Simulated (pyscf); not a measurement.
A first-order saddle from PySCF, ωB97X-D3(BJ)/def2-SVP:

```xyz
11

O     -0.0901     1.5118     0.9366
Sn    -0.9699    -0.1392    -0.0074
O      0.3815    -0.5208    -1.3867
O     -2.4625     0.4780    -1.1079
O     -0.9146    -1.7430     1.1077
H      0.0552     2.3006     0.3981
H      1.0077    -1.1955    -1.0945
H     -2.2811     0.2607    -2.0328
H     -1.4526    -1.5877     1.8968
F     -2.0445     0.7664     1.7427
H     -1.1279     1.4235     1.5774
```

Surface: singlet, charge 0. Lowest wavenumbers (cm⁻¹): 504i, 90, 109, 163, 171.

Problem. Which two sides does it connect, and which bonds change?

Solution. HO–Sn(OH)(OH)–OH + hydrogen fluoride (HF) ⇌ water (H₂O) + HO–Sn(OH)(OH)–F, a four-centre exchange read from left to right: O–Sn, F–H broken and H–O, F–Sn formed. At ωB97M-D3(BJ)/def2-TZVP it lies -6.1 kcal/mol from the left side and +0.9 kcal/mol from the right (each side as separated species at their lowest minima found). On the reactant side the descent ends in a bound adduct, 11.4 kcal/mol under the separated species and 4.7 kcal/mol under the saddle at ωB97X-D3(BJ)/def2-TZVP. On the product side the descent ends in an adduct with a O–Sn contact, 16.7 kcal/mol under the separated species and 16.6 kcal/mol under the saddle at ωB97X-D3(BJ)/def2-TZVP. At ωB97M-D3(BJ) the saddle lies under the separated reactants, which points to a path from their complex (located at ωB97X-D3(BJ) alone). What is counted as broken (O–Sn) persists as a longer contact in the product adduct; parting that adduct is a step of its own. This is the saddle that the search found; another between the same sides may lie lower. Elements past Kr carry the def2 core potentials, without spin-orbit coupling.
